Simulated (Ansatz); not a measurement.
**NH3 with CH2O: structure and interaction energy**

One table from this session's results is given with a row withheld; the runs are named, their logs left out.

Program: Ansatz 0.2.0, Gaussian basis. Level of theory: PBE0-D4 structure, single points in def2-TZVPPD. These are calculated values, not measurements.

Levels: PBE-D4, revPBE-D4, BLYP-D4, r2SCAN-D4, B97M-V, PBE0-D4, B3LYP-D4, HSE06-D4, wB97X-V, wB97M-V, B2PLYP, Hartree-Fock, MP2, CCSD, CCSD(T). The reference is CCSD(T) extrapolated to the basis limit.

Cores are frozen in the correlated methods. B3LYP uses VWN-RPA correlation. B2PLYP carries no dispersion term here.

176 further runs of the same task are left out: 176 set aside as unsound or not needed.

### Starting geometry

The pair, from a GFN2-xTB docking trial: 8 atoms, charge 0, spin multiplicity 1.

Atoms are counted from 1 here; the program's logs count them from 0.

Bond lengths: N1–H2 1.013 Å, N1–H3 1.014 Å, N1–H4 1.013 Å, C5–O6 1.196 Å, C5–H7 1.106 Å, C5–H8 1.102 Å. Angles: H2–N1–H3 107.2°, H2–N1–H4 107.0°, H3–N1–H4 107.2°, O6–C5–H7 121.7°, O6–C5–H8 123.2°, H7–C5–H8 115.1°.

As a file:

```xyz
8

N     0.12270    0.07550   -1.57410
H     0.48430   -0.82480   -1.86710
H    -0.88930    0.00890   -1.58050
H     0.38350    0.74580   -2.28760
C    -0.02000   -0.01140    1.82290
O    -1.00780   -0.43360    2.34810
H     0.79960    0.44600    2.40780
H     0.12690   -0.00640    0.73060
```

Atoms 1 to 4 are fragment A (NH3), the rest fragment B (CH2O).

The first run:

Contents of pre/in.yaml:

```yaml
crystal:
  periodic: [false, false, false]
  atoms:
    - {symbol: N, position_ang: [0.122700, 0.075500, -1.574100]}
    - {symbol: H, position_ang: [0.484300, -0.824800, -1.867100]}
    - {symbol: H, position_ang: [-0.889300, 0.008900, -1.580500]}
    - {symbol: H, position_ang: [0.383500, 0.745800, -2.287600]}
    - {symbol: C, position_ang: [-0.020000, -0.011400, 1.822900]}
    - {symbol: O, position_ang: [-1.007800, -0.433600, 2.348100]}
    - {symbol: H, position_ang: [0.799600, 0.446000, 2.407800]}
    - {symbol: H, position_ang: [0.126900, -0.006400, 0.730600]}
basis:
  gaussian: {orbitals: def2-SVP}
hamiltonian: {xc: pbe, dispersion: d4}
relax: {f_tol: 0.03, max_steps: 250}
```

On the command line:

```console
ansatz run in.yaml --threads 2 --pin off --events-out ev --progress --plain --max-ram 5222MiB
```

Steps of the session up to this table: A first relaxation in a small basis; Relaxation at PBE0-D4; PBE-D4/def2-TZVPPD; r2SCAN-D4/def2-TZVPPD; PBE0-D4/def2-TZVPPD; B3LYP-D4/def2-TZVPPD; wB97X-V/def2-TZVPPD; wB97M-V/def2-TZVPPD; B2PLYP/def2-TZVPPD; BLYP-D4/def2-TZVPPD; revPBE-D4/def2-TZVPPD; B97M-V/def2-TZVPPD; HSE06-D4/def2-TZVPPD; CCSD(T)/def2-TZVPPD; MP2/def2-QZVPPD; Vibrations of the pair.

One of the session's tables, all rows but one given; the rest of the session is left out.

| method | interaction (meV) |
| --- | --- |
| PBE-D4 | -164 |
| revPBE-D4 | -139 |
| BLYP-D4 | -145 |
| r2SCAN-D4 | -159 |
| B97M-V | -158 |
| PBE0-D4 | -167 |
| B3LYP-D4 | ? |
| HSE06-D4 | -166 |
| wB97X-V | -163 |
| wB97M-V | -163 |
| B2PLYP | -130 |
| Hartree-Fock | -90 |
| MP2 | -145 |
| CCSD | -137 |
| CCSD(T) | -147 |
| CCSD(T)/CBS | -163 |

**Question.** Estimate the row for B3LYP-D4.

As computed: interaction (meV): -160. In the column «interaction (meV)» it lies between CCSD(T)/CBS (-163) and r2SCAN-D4 (-159).
